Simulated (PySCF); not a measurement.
**Löwdin shares of the frontier orbitals**

2-methoxyacetamide, C3H7NO2.
Structure used (PBE0-D3(BJ)/def2-SVP), in Å, numbered top down from 1:
```xyz
13
C3H7NO2 angstrom
C     -2.0147   -0.2346   -0.1421
O     -0.7438    0.1020   -0.6091
C      0.2927   -0.2887    0.2395
C      1.6504    0.1060   -0.3194
N      1.5962    0.7259   -1.5165
O      2.6678   -0.1387    0.2945
H     -2.7503    0.1182   -0.8780
H     -2.2337    0.2419    0.8331
H     -2.1321   -1.3292   -0.0220
H      0.3085   -1.3859    0.3949
H      0.2035    0.1746    1.2420
H      2.4567    1.0192   -1.9575
H      0.6988    0.8895   -1.9524
```

Method: TDDFT B3LYP/def2-SVPD, vertical, gas phase, core orbitals frozen in the response in PySCF 2.14.0, density-fitted response routines.

Kohn–Sham orbitals with the atoms that hold most of them (Löwdin shares over 4%, at most four atoms; ? is withheld):

```json
{"orbital": "LUMO+2", "ε (eV)": "0.79", "atoms": "H12 17%, O2 12%, C1 11%, H13 11%"}
{"orbital": "LUMO+1", "ε (eV)": "0.30", "atoms": "C4 35%, O6 25%, N5 15%, C3 9%"}
{"orbital": "LUMO", "ε (eV)": "?", "atoms": "?"}
{"orbital": "HOMO", "ε (eV)": "-7.20", "atoms": "O6 69%, C4 11%, C3 8%, N5 6%"}
{"orbital": "HOMO-1", "ε (eV)": "-7.52", "atoms": "?"}
{"orbital": "HOMO-2", "ε (eV)": "-8.02", "atoms": "O2 39%, N5 17%, C3 8%, O6 7%"}
{"orbital": "HOMO-3", "ε (eV)": "-9.66", "atoms": "O2 50%, C1 17%, C3 9%, H7 8%"}
```

(1) Give the leading atoms of the LUMO.

(2) Which atoms hold the HOMO-1, and with what shares?

(3) What is the LUMO energy, and the HOMO–LUMO gap?

Results:

(1) C1 (bonded to O and 3 H) 25%; C3 (bonded to C, O and 2 H) 13%; O2 (bonded to 2 C) 10%; C4 (bonded to C, N and O) 7%. By element: carbon 45%, oxygen 10% or more.

(2) O6 (bonded to C) 29%; N5 (bonded to C and 2 H) 29%; O2 (bonded to 2 C) 20%; C4 (bonded to C, N and O) 7%. By element: oxygen 49%, nitrogen 29%, carbon 7% or more.

(3) ε(LUMO) = 0.19 eV; the gap is 7.40 eV (0.2718 hartree).

**Question.** How does S1 compare with the orbital gap of 7.40 eV?

**Answer.** S1 is at 5.75 eV (f = 0.0002), 1.65 eV below the gap, made of HOMO→LUMO+1 (97%). Its leading pair isn't HOMO and LUMO; the energies of that pair differ by 7.51 eV. 

**Question.** One configuration dominates each of S1, S2, S3 and S5. Which, and how do the shares of the two leading atoms of either orbital change from the occupied to the empty one?

**Answer.** 
- S1 (5.75 eV, f 0.0002), HOMO→LUMO+1 (97%): O6 69% → 25%, C4 11% → 35%; low, almost dark, from the terminal oxygen into the C=O bond, the pattern of n→π*
- S2 (6.60 eV, f 0.017), HOMO→LUMO (90%): O6 69% → at most 8%, C4 11% → 7%, C1 at most 6% → 25%, C3 8% → 13%
- S3 (6.81 eV, f 0.019), HOMO-1→LUMO (91%): O6 29% → at most 8%, N5 29% → at most 8%, C1 at most 7% → 25%, C3 at most 7% → 13%
- S5 (7.20 eV, f 0.0026), HOMO-2→LUMO (73%): O2 39% → 10%, N5 17% → at most 8%, C1 at most 8% → 25%, C3 8% → 13%

Löwdin shares depend on the basis, the more so with diffuse functions.

One conformer stands for the species.
